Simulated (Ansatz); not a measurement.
A calculation with Ansatz (development build ahead of 0.2.0).

```yaml
crystal:
  periodic: [false, false, false]
  atoms:
    - { symbol: "N", position_ang: [0.0, 0.0, -0.3148] }
    - { symbol: O, position_ang: [0.0, 1.09292, 0.13772] }
    - { symbol: O, position_ang: [0.0, -1.09292, 0.13772] }
basis:
  gaussian: { orbitals: cc-pVDZ }
magnetization:
  spin_polarized: true
  initial_magnetization: 1
hamiltonian:
  xc: hf
correlation:
  method: mp2
  frozen_orbitals: { "N": 1, O: 1 }
```

The input is written out in the form of the current development build from the run's settings.

Output:

```yaml
Converged: yes
Reference_energy: -204.05076 hartree
Correlation_energy: -0.53626 hartree
Total_energy: -204.58703 hartree
Spin_squared_of_the_determinant: 0.768
```
